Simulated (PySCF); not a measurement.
Silicon chloride cation, SiCl (charge +1 and singlet state).
Geometry (PBE0-D3(BJ)/def2-SVP, Å), atoms numbered from 1 in this order:
```xyz
2
SiCl angstrom
Si     1.0294   -0.0401    0.0052
Cl    -0.9445    0.0121   -0.0173
```

Computed with MP2 and CCSD/aug-cc-pVTZ in PySCF, restricted Hartree–Fock reference, frozen core, non-relativistic, gas phase, PBE0-D3(BJ)/def2-SVP geometry.

E(HF) = -748.19526 Eh.

Question: How large is the problem?

Answer: 100 basis functions and 30 electrons; 10 orbitals frozen, which leaves o = 5 correlated occupied and v = 85 virtual orbitals. That is o·v = 425 singles and o·v(o·v + 1)/2 = 90525 distinct closed-shell doubles amplitudes before symmetry; the costliest CCSD step grows as o²v⁴ = 1.3 × 10^9.

Question: What are the MP2 and CCSD correlation energies?

Answer: MP2 -0.2608 Eh and CCSD -0.2866 Eh, which gives totals of -748.45603 and -748.48185 Eh. That is 0.780 eV for each correlated electron at CCSD (752 kJ/mol in all, 0.038 % of the total energy); MP2 gives 91.0 % of the CCSD value.

Question: What is the T1 diagnostic?

Answer: 0.0170, below the customary warning level of 0.02. It is the norm of the spatial-orbital singles amplitudes over the root of the number of correlated electrons, so the norm is 0.054.

Connected triples and the basis-set limit are missing.
